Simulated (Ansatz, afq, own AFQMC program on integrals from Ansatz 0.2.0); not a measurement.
Integrals from Ansatz 0.2.0, then the random walk in our own AFQMC program (afq).

```yaml
crystal:
  periodic: [false, false, false]
  atoms:
    - {symbol: Si, position_ang: [0.000000, 0.000000, 0.000000]}
    - {symbol: N, position_ang: [0.000000, 0.000000, 2.266000]}
basis:
  gaussian: {orbitals: 6-31G}
magnetization: {spin_polarized: true, initial_magnetization: 3}
correlation: {method: ccsd_t, electrons: outside_noble_gas, hamiltonian_folder: ham}
```

```sh
$ ansatz run in.yaml --threads 1 --pin off --events-out ev --progress --plain --max-ram 24576MiB --backend cuda --devices 0, --max-vram 18GiB
```

Options of the walk:

```
--method free --trial cisd --walkers 20 --time-step 0.05 --max-blocks 30 --target-error 0.00072 --factor-cut 1e-05 --seed 932 --times 0.0,0.4,0.8,1.6,2.4 --taylor-order 8
```

Times are imaginary, in 1/Eh. The walk had a cap of 60 s.

Log:

```
orbitals 16  electrons 6 3  factors 84 of 272
reference energy -343.18851422 Eh
CCSD correlation -0.10170383 Eh in 18 cycles, weight of the determinant in the CISD state 0.8229
repeat  energy at the last time / Eh  error
    10  -343.293943  0.000830
    20  -343.294569  0.000649
    30  -343.294281  0.000491
time / (1/Eh)  energy / Eh  error  mean overlap
  0.00  -343.290233  0.000287  1.2172
  0.40  -343.292365  0.000483  1.2090
  0.80  -343.291990  0.000385  1.2380
  1.60  -343.293484  0.000592  1.2230
  2.40  -343.294281  0.000491  1.1681
energy -343.294281 +/- 0.000491 Eh
```

The run passed its tests (error under three times the target), which doesn't prove that it has relaxed.

Against this walk (error 13.4 meV) on the same determinant: CCSD(T) 46.3 meV higher, CCSDT(Q) 5.0 meV higher (within the noise), CCSDTQ 4.6 meV higher (within the noise), full CI 4.3 meV higher (within the noise). The error is statistical, and a free projection of finite length keeps a remainder of its start. The determinant has ⟨S²⟩ = 4.12, so the low cluster orders mix in higher spin, and so can this walk. The last points still move (meV from the last: 110 ± 8 at 0.00, 52 ± 13 at 0.40, 62 ± 10 at 0.80, 22 ± 16 at 1.60, 0 ± 13 at 2.40), but the last one has reached full CI within the noise or passed it, so little can be left to fall. The determinant is a poor start (see the cautions), so the low cluster orders aren't to be relied on, and full CI is the sure value.

Cautions: remainder of the start not in the error; start is not spin pure; lower spins were not checked; strong correlation (T1 0.065, weight of the determinant 0.82, largest double 0.15); unrestricted determinant spin contaminated (⟨S²⟩ 4.12 against 3.75); so few walkers bias the energy; the time-step error isn't removed.

The walk took 3.1 s on 1 × NVIDIA H100 80GB HBM3 with 2 threads of AMD EPYC 7R13 Processor (Zen 3), with other jobs on the host (the card was shared). The log's last line is the free-projection energy.

CCSDT and higher add their correlation energy to the determinant of the CCSD(T) run, since their own runs factorise the integrals more tightly (a shift of under 2 meV). A walk keeps the symmetry of its determinant, which the program's search chose and which needn't be the lowest solution, so a lower state of the same spin and another symmetry isn't excluded.
